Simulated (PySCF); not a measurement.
PySCF job for dimethyl sulfide (C₂H₆S), SMILES S(C)C, TDDFT-B3LYP/def2-SVPD. Geometry optimised at PBE0-D3(BJ)/def2-TZVP.

```python
import numpy as np
from pyscf import gto, scf, dft, tdscf

mol = gto.M(
    atom='''
    C     1.36881709    0.00000000   -0.50702841
    S    -0.00000000   -0.00000000    0.65441358
    C    -1.36881708    0.00000000   -0.50702841
    H     1.35334683   -0.89258726   -1.13576462
    H     2.28872667    0.00000000    0.07839106
    H     1.35334683    0.89258726   -1.13576462
    H    -1.35334683   -0.89258726   -1.13576463
    H    -2.28872667   -0.00000000    0.07839106
    H    -1.35334683    0.89258726   -1.13576463
    ''',
    basis='def2-SVPD',
    charge=0,
    spin=0,
    symmetry=True,
    max_memory=1600,
    verbose=4,
)
mf = dft.RKS(mol, xc='b3lyp').density_fit(auxbasis='def2-universal-jkfit')
mf.grids.level = 3
mf.conv_tol = 1e-9
mf.max_cycle = 100
mf.kernel()
mf.grids = dft.Grids(mol).set(level=1).build(with_non0tab=True)  # coarser grid for the response kernel
td = tdscf.TDDFT(mf)
td.singlet = True
td.nstates = 10
td.conv_tol = 1e-4
td.positive_eig_threshold = 1e-6
td.kernel(x0=td.get_init_guess(mf, 15))
td.analyze()
tt = tdscf.TDA(mf)
tt.singlet = False
tt.nstates = 4
tt.conv_tol = 1e-4
tt.positive_eig_threshold = 1e-6
tt.kernel(x0=tt.get_init_guess(mf, 9))
tt.analyze(verbose=3)
```

Program output:

```
PySCF version 2.14.0

[INPUT] verbose = 4
[INPUT] num. atoms = 9
[INPUT] num. electrons = 34
[INPUT] charge = 0
[INPUT] spin (= nelec alpha-beta = 2S) = 0
[INPUT] symmetry True subgroup None
[INPUT] Mole.unit = angstrom
[INPUT] Symbol           X                Y                Z      unit          X                Y                Z       unit  Magmom
[INPUT]  1 C      1.368817090000   0.000000000000  -0.507028410000 AA    2.586689414724   0.000000000000  -0.958144832274 Bohr   0.0
[INPUT]  2 S      0.000000000000   0.000000000000   0.654413580000 AA    0.000000000000   0.000000000000   1.236662438396 Bohr   0.0
[INPUT]  3 C     -1.368817080000   0.000000000000  -0.507028410000 AA   -2.586689395827   0.000000000000  -0.958144832274 Bohr   0.0
[INPUT]  4 H      1.353346830000  -0.892587260000  -1.135764620000 AA    2.557454860248  -1.686745463676  -2.146284073771 Bohr   0.0
[INPUT]  5 H      2.288726670000   0.000000000000   0.078391060000 AA    4.325066580288   0.000000000000   0.148137634014 Bohr   0.0
[INPUT]  6 H      1.353346830000   0.892587260000  -1.135764620000 AA    2.557454860248   1.686745463676  -2.146284073771 Bohr   0.0
[INPUT]  7 H     -1.353346830000  -0.892587260000  -1.135764630000 AA   -2.557454860248  -1.686745463676  -2.146284092668 Bohr   0.0
[INPUT]  8 H     -2.288726670000   0.000000000000   0.078391060000 AA   -4.325066580288   0.000000000000   0.148137634014 Bohr   0.0
[INPUT]  9 H     -1.353346830000   0.892587260000  -1.135764630000 AA   -2.557454860248   1.686745463676  -2.146284092668 Bohr   0.0

nuclear repulsion = 111.41005004322
point group symmetry = C2v
symmetry origin: [ 3.33481094e-09  0.00000000e+00 -1.11160348e-09]
symmetry axis x: [ 1.00000000e+00 -1.04952289e-18 -1.33244863e-10]
symmetry axis y: [-1.0495229e-18 -1.0000000e+00  2.3688359e-17]
symmetry axis z: [-1.33244863e-10  1.34710663e-16 -1.00000000e+00]
num. orbitals of irrep A1 = 41
num. orbitals of irrep A2 = 18
num. orbitals of irrep B1 = 34
num. orbitals of irrep B2 = 22
number of shells = 51
number of NR pGTOs = 165
number of NR cGTOs = 115
basis = def2-SVPD
ecp = {}


******** <class 'pyscf.df.df_jk.DFSymAdaptedRKS'> ********
method = DFSymAdaptedRKS
initial guess = minao
damping factor = 0
level_shift factor = 0
DIIS = <class 'pyscf.scf.diis.CDIIS'>
diis_start_cycle = 1
diis_space = 8
diis_damp = 0
SCF conv_tol = 1e-09
SCF conv_tol_grad = None
SCF max_cycles = 100
direct_scf = False
XC library pyscf.dft.libxc version 7.1.2
    S. Lehtola, C. Steigemann, M. J. T. Oliveira, and M. A. L. Marques,  SoftwareX 7, 1–5 (2018)
XC functionals = b3lyp
    P. J. Stephens, F. J. Devlin, C. F. Chabalowski, and M. J. Frisch,  J. Phys. Chem. 98, 11623 (1994)
radial grids:
    Treutler-Ahlrichs [JCP 102, 346 (1995); DOI:10.1063/1.469408] (M4) radial grids

becke partition: Becke, JCP 88, 2547 (1988); DOI:10.1063/1.454033
pruning grids: <function nwchem_prune>
grids dens level: 3
symmetrized grids: True
atomic radii adjust function: <function treutler_atomic_radii_adjust>
small_rho_cutoff = 0
Freeze 0 electrons in irreps []
    34 free electrons in irreps A1 A2 B1 B2
Set gradient conv threshold to 3.16228e-05
Initial guess from minao.
tot grids = 105968
******** <class 'pyscf.df.df.DF'> ********
auxbasis = def2-universal-jkfit
init E= -477.87147835004
HOMO (B2) = -0.262119623015352  LUMO (B1) = -0.0341056413824541  gap/eV = 6.20458
cycle= 1 E= -477.835813343739  delta_E= 0.0357  |g|= 0.254  |ddm|= 3.34
HOMO (B2) = -0.187752645233959  LUMO (A1) = 0.0253026963190934  gap/eV = 5.79753
cycle= 2 E= -477.83497137188  delta_E= 0.000842  |g|= 0.275  |ddm|= 0.664
HOMO (B2) = -0.220194034324765  LUMO (A1) = 0.0156360566417235  gap/eV = 6.41726
cycle= 3 E= -477.855478091651  delta_E= -0.0205  |g|= 0.0323  |ddm|= 0.332
HOMO (B2) = -0.224259622065746  LUMO (B1) = 0.0142762289783058  gap/eV = 6.49089
cycle= 4 E= -477.855747661268  delta_E= -0.00027  |g|= 0.0121  |ddm|= 0.0691
HOMO (B2) = -0.222662772180068  LUMO (B1) = 0.0149275566892326  gap/eV = 6.46516
cycle= 5 E= -477.855790071674  delta_E= -4.24e-05  |g|= 0.00288  |ddm|= 0.0215
HOMO (B2) = -0.223232210687314  LUMO (B1) = 0.0147875575999281  gap/eV = 6.47685
cycle= 6 E= -477.855792365434  delta_E= -2.29e-06  |g|= 0.000458  |ddm|= 0.0047
HOMO (B2) = -0.223147411927882  LUMO (B1) = 0.0147991714607159  gap/eV = 6.47486
cycle= 7 E= -477.855792427783  delta_E= -6.23e-08  |g|= 6.59e-05  |ddm|= 0.000995
HOMO (B2) = -0.223146139632658  LUMO (B1) = 0.0148013159937728  gap/eV = 6.47488
cycle= 8 E= -477.855792429072  delta_E= -1.29e-09  |g|= 4.65e-06  |ddm|= 0.000124
HOMO (B2) = -0.223146686108732  LUMO (B1) = 0.0148012771265948  gap/eV = 6.47489
cycle= 9 E= -477.855792429078  delta_E= -5.68e-12  |g|= 4.14e-07  |ddm|= 9.52e-06
HOMO (B2) = -0.223146761161271  LUMO (B1) = 0.0148012586896065  gap/eV = 6.47490
Extra cycle  E= -477.855792429079  delta_E= -1.25e-12  |g|= 4.06e-07  |ddm|= 1.27e-06
converged SCF energy = -477.855792429079
tot grids = 31512
Overwritten attributes  positive_eig_threshold  of <class 'pyscf.tdscf.rks.TDDFT'>


******** <class 'pyscf.tdscf.rks.TDDFT'> for <class 'pyscf.df.df_jk.DFSymAdaptedRKS'> ********
nstates = 10 singlet
deg_eia_thresh = 1.000e-03
wfnsym = None
conv_tol = 0.0001
eigh lindep = 1e-12
eigh level_shift = 0
eigh max_cycle = 100


Excitation energies (eV)
[5.30275023 5.54798497 6.11434089 6.57593193 6.89367592 7.1364369
 7.55120903 7.76925002 8.10720012 8.12520175]

** Singlet excitation energies and oscillator strengths **
Excited State   1:   A2      5.30275 eV    233.81 nm  f=0.0000
      17 -> 18       -0.69758
Excited State   2:   B2      5.54798 eV    223.48 nm  f=0.0059
      17 -> 19        0.69947
Excited State   3:   B2      6.11434 eV    202.78 nm  f=0.0286
      17 -> 20        0.70013
Excited State   4:   A1      6.57593 eV    188.54 nm  f=0.0521
      17 -> 21        0.70590
Excited State   5:   B2      6.89368 eV    179.85 nm  f=0.0035
      17 -> 22        0.70372
Excited State   6:   A2      7.13644 eV    173.73 nm  f=0.0000
      17 -> 23        0.63205
      17 -> 24       -0.29762
Excited State   7:   A2      7.55121 eV    164.19 nm  f=0.0000
      17 -> 23        0.30782
      17 -> 24        0.63304
Excited State   8:   B2      7.76925 eV    159.58 nm  f=0.0650
      17 -> 25        0.70198
Excited State   9:   B1      8.10720 eV    152.93 nm  f=0.0227
      16 -> 18        0.60573
      17 -> 27       -0.32251
      17 -> 29        0.15142
Excited State  10:   A1      8.12520 eV    152.59 nm  f=0.0023
      16 -> 19       -0.35733
      17 -> 26        0.60474

** Transition electric dipole moments (AU) **
state          X           Y           Z        Dip. S.      Osc.
  1         0.0000      0.0000     -0.0000      0.0000      0.0000
  2         0.0000      0.2080      0.0000      0.0433      0.0059
  3         0.0000      0.4367     -0.0000      0.1907      0.0286
  4        -0.0000      0.0000      0.5687      0.3234      0.0521
  5        -0.0000     -0.1442      0.0000      0.0208      0.0035
  6         0.0000     -0.0000     -0.0000      0.0000      0.0000
  7        -0.0000      0.0000     -0.0000      0.0000      0.0000
  8        -0.0000      0.5845      0.0000      0.3417      0.0650
  9        -0.3382      0.0000      0.0000      0.1144      0.0227
 10        -0.0000     -0.0000      0.1068      0.0114      0.0023

** Transition velocity dipole moments (imaginary part, AU) **
state          X           Y           Z        Dip. S.      Osc.
  1         0.0000      0.0000     -0.0000      0.0000      0.0000
  2         0.0000      0.0311      0.0000      0.0010      0.0032
  3        -0.0000      0.1124     -0.0000      0.0126      0.0375
  4        -0.0000      0.0000      0.1459      0.0213      0.0588
  5         0.0000     -0.0340     -0.0000      0.0012      0.0030
  6         0.0000      0.0000     -0.0000      0.0000      0.0000
  7        -0.0000      0.0000     -0.0000      0.0000      0.0000
  8         0.0000      0.1652     -0.0000      0.0273      0.0638
  9        -0.1004     -0.0000     -0.0000      0.0101      0.0226
 10         0.0000     -0.0000      0.0340      0.0012      0.0026

** Transition magnetic dipole moments (imaginary part, AU) **
state          X           Y           Z
  1         0.0000     -0.0000      0.6183
  2         0.7615      0.0000     -0.0000
  3        -0.1453     -0.0000      0.0000
  4        -0.0000      0.0000     -0.0000
  5        -0.4685      0.0000     -0.0000
  6        -0.0000     -0.0000     -0.0786
  7        -0.0000      0.0000      0.1065
  8         1.0260      0.0000      0.0000
  9         0.0000      0.6217     -0.0000
 10         0.0000     -0.0000      0.0000
Overwritten attributes  positive_eig_threshold  of <class 'pyscf.tdscf.rks.TDA'>


******** <class 'pyscf.tdscf.rks.TDA'> for <class 'pyscf.df.df_jk.DFSymAdaptedRKS'> ********
nstates = 4 triplet
deg_eia_thresh = 1.000e-03
wfnsym = None
conv_tol = 0.0001
eigh lindep = 1e-12
eigh level_shift = 0
eigh max_cycle = 100


Excitation energies (eV)
[4.92698713 5.41628169 5.68210098 6.45924754]

** Triplet excitation energies and oscillator strengths **
Excited State   1:   A2      4.92699 eV    251.64 nm  f=0.0000
Excited State   2:   B2      5.41628 eV    228.91 nm  f=0.0000
Excited State   3:   B2      5.68210 eV    218.20 nm  f=0.0000
Excited State   4:   A1      6.45925 eV    191.95 nm  f=0.0000
```

The calculation finished and met its thresholds.
